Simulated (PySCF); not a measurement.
1-phosphapropyne: removing and adding an electron

System: 1-phosphapropyne, `CC#P` (C2H3P). Coordinates in Å; atoms count from 1 in this order:
```
C    -0.5446    0.0065   -0.0195
C     0.9082   -0.0104    0.0134
P     2.4571   -0.0284    0.0489
H    -0.9344   -0.8045   -0.6559
H    -0.9640   -0.1244    0.9913
H    -0.9192    0.9622   -0.4208
```

Energies: ωB97X-D3(BJ)/ma-def2-TZVP (PySCF, density fitting, integration grid level 2) on PBE0-D3(BJ)/ma-def2-SVP structures. Thermal corrections: PBE0-D3(BJ)/ma-def2-SVP frequencies, unscaled, ideal gas at 298.15 K and 1 bar, quasi-RRHO entropy.

Frontier levels of the parent: HOMO -9.79 eV, LUMO 0.85 eV.

Oxidation to the radical cation:
* Vertical ionisation energy (electronic): 9.83 eV
* Adiabatic ionisation energy (with zero-point energy): 9.66 eV
* Adiabatic, electronic part: 9.76 eV
* Vertical gap at the product's structure: 9.52 eV
* Inner reorganisation energy (four-point): 309 meV
* Relaxation of product / of parent: 68 / 241 meV
* ⟨S²⟩ of the product: 0.753
* Largest spin populations: P3 0.51, C2 0.41
* Largest changes of atomic charge: P3 0.54, C2 0.26, H (on C1) 0.09
* Distances that move most (Å): C2–P3 1.549 → 1.607; C1–C2 1.453 → 1.410; C1–H 1.102 → 1.119; C1–H 1.102 → 1.108
* Potential in dichloromethane: 7.27 V absolute, 2.57 V against Fc+/Fc computed at 4.70 V (solvation -7 → -231 kJ/mol)

Reduction to the radical anion:
* Vertical electron affinity (electronic): -0.76 eV
* Adiabatic electron affinity (with zero-point energy): -0.42 eV
* Adiabatic, electronic part: -0.47 eV
* Vertical gap at the product's structure: 0.29 eV
* ⟨S²⟩ of the product: 0.759
* Largest spin populations: C2 0.48, P3 0.45
* Largest changes of atomic charge: P3 -0.57, C2 -0.26, H (on C1) -0.09
* Distances that move most (Å): C2–P3 1.549 → 1.620; C1–C2 1.453 → 1.479; C1–H 1.102 → 1.120
* Potential in dichloromethane: 1.86 V absolute, -2.84 V against Fc+/Fc computed at 4.70 V (solvation -7 → -221 kJ/mol)

Solvents are IEF-PCM continua (electrostatics only, gas-phase structures); absolute potentials refer to an electron at rest in vacuum. Fc+/Fc in dichloromethane, 4.70 V, is ωB97X-D3(BJ)/ma-def2-TZVP on PBE0-D3(BJ)/def2-SVP structures with GFN2-xTB thermal terms. Benchmark calculations put it near 5.0 V in acetonitrile and DMSO, so it is about 0.3 V low, and the value against it can read up to that much too high.

Measured values (NIST Chemistry WebBook, evaluated or the median of agreeing entries): vertical ionisation energy 9.83 eV (computed 9.83, difference 0.00).

Note: the gas-phase radical anion comes out unbound at this level, so its gas-phase values hang on the basis; the split of the reorganisation energy is sensitive to the structures, which come from another level (PBE0-D3(BJ)/ma-def2-SVP); a negative vertical affinity means that the electron isn't bound at that structure, so the value and what is derived from it hang on the basis.
